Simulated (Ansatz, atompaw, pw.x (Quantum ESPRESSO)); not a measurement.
**B (Z = 5) (fcc): variants of one PAW (atompaw) potential in the solid**

boron (B), PAW, made with atompaw 4.2.0.5 (PBEsol, scalar-relativistic). Core [He], reference 2s2 2p1. Waves: 2s (bound): rc 1.15 bohr; 2s channel at 1.25 Ry: rc 1.15 bohr; 2p (bound): rc 3.00 bohr; 2p channel at 1.35 Ry: rc 3.00 bohr; 3d channel at 0.5 Ry: rc 3.00 bohr; 3d channel at 1.3 Ry: rc 3.00 bohr. Local part: vpsmatchnc scheme with l = 3 at 0 Ry, radius 2.00 bohr. Core correction: smooth core density matched at 1.65 bohr. Augmentation charge: besselshape compensation charge, radius 2.90 bohr; PAW radius 3.00 bohr; waves and projectors: custom rrkj gramschmidtortho.

Crystal test: fcc B in pw.x 7.5, no spin, 18³ k-points, Fermi–Dirac smearing 0.01 Ry, cutoffs set for each file from its atomic test. The reference is all-electron LAPW (Ansatz 0.2.0) with the same functional, mesh and smearing; V0 and B0 come from Birch–Murnaghan fits to the pressures at five volumes. Errors are pseudo minus all-electron; Δ is the rms difference of the E(V) curves that follow from these fits, minima aligned, over ±6 % about the mean V0. Mesh and smearing are coarse, so the numbers serve the comparison and aren't converged zero-temperature values; the lattice is a test structure that the element need not adopt.

All-electron: a0 = 2.856 Å (V0 = 5.83 Å³/atom), B0 = 278.7 GPa.

Base: The largest radius (3.00 bohr) exceeds half the bond length (1.91 bohr), so the spheres overlap, which is one possible source of error among others. This is a poor potential for the solid. The logarithmic derivative shows an extra or strongly shifted pseudo pole above the reference energy (d near 1.46 Ry).

2 further variants are left out: they gave no file fit for a test, a broken result, the same result as the base, or pressures whose basis-set error rivals the error shown.

A dash in a converged row means that the minimum lies outside the volumes sampled.

```csv
change,cutoffs (Ry),pw.x,a0 (Å),a0 error (%),B0 error (%),Δ (meV/atom),mean pressure error (GPa)
base,40/400,converged,2.860,+0.12,+23.3,2.6,+1.33
wave 2p channel at 1.35 Ry: rc 3.00 bohr becomes 2p channel at -0.17 Ry: rc 3.00 bohr,40/400,converged,2.889,+1.13,+15.2,13.5,+11.69
wave 2p channel at 1.35 Ry: rc 3.00 bohr becomes 2p channel at 6.38 Ry: rc 3.00 bohr,40/400,failed (cdiaghg: S matrix not positive definite),–,–,–,–,–
```

Problem. Give the row for: wave 2p channel at 1.35 Ry: rc 3.00 bohr becomes 2p channel at 0.17 Ry: rc 3.00 bohr.

Solution. pw.x: converged; mean pressure error (GPa): +60.32.
